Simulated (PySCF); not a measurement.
# BF: relaxation and vibrations of the singlet

Where does singlet BF go from a linear start, is the end point a minimum, and what are its modes, charges and moments?

Method: PBE, basis B def2-TZVP, F def2-TZVP, no relativity, density fitting; program: PySCF 2.14.0.

## 1. The starting structure

2 atoms, charge 0, spin multiplicity 1.

Bond lengths: B1–F2 1.565 Å.

Coordinates in bohr (charge 0 multiplicity 1):
```
B     0.0000    0.0000    0.0000
F     0.0000    0.0000    2.9574
```

## 2. The SCF at the typed geometry

One driver script runs all steps and calls PySCF; scf.py shows how it sets up the SCF of each step. The optimiser is the driver's own. After this first run the driver tries any further starts and a stability analysis.

File scf.py:

```python
from pyscf import gto, scf, dft
mol = gto.M(atom='''
B      0.000000     0.000000     0.000000
F      0.000000     0.000000     1.565000''',
    basis={'B': 'def2-TZVP', 'F': 'def2-TZVP'},
    charge=0, spin=0)
mf = dft.RKS(mol, xc='PBE')
mf.grids.atom_grid = (50, 194)
aux = {'B': 'def2-universal-JKFIT', 'F': 'def2-universal-JKFIT'}
mf = mf.density_fit(auxbasis=aux)
mf.conv_tol = 1e-08
mf.diis_space = 10
mf.max_cycle = 60
mf.init_guess = 'minao'
mf.verbose = 4
mf.kernel()
```

On the command line:

```
$ OMP_NUM_THREADS=2 python axn.py task.json out
```

The runs that follow: Relaxation: linear start, singlet; Vibrations and properties at this point.

What does the calculation give? Wanted: minimum; geometry; wavenumbers; dipole moment; highest occupied, lowest empty level; polar-tensor charge of B1; zero-point energy; atomisation energy.

The runs gave:

```
                                 quantity            value
                                  minimum     singlet, C∞v
                                 geometry      B–F 1.276 Å
                       wavenumbers (cm⁻¹)        1355 (σ+)
                            dipole moment           1.03 D
     highest occupied, lowest empty level  -6.79, -2.16 eV
                polar-tensor charge of B1          +0.22 e
                        zero-point energy       8.1 kJ/mol
                      entropy at 298.15 K  200.7 J/(mol K)
atomisation energy (no zero-point energy)       782 kJ/mol
```

**Reading.** The linear start keeps its C∞v symmetry and ends in a minimum. In the infrared the band at 1355 cm⁻¹ (σ+) leads. Only this shape and spin were tried, so other structures or states may lie lower.
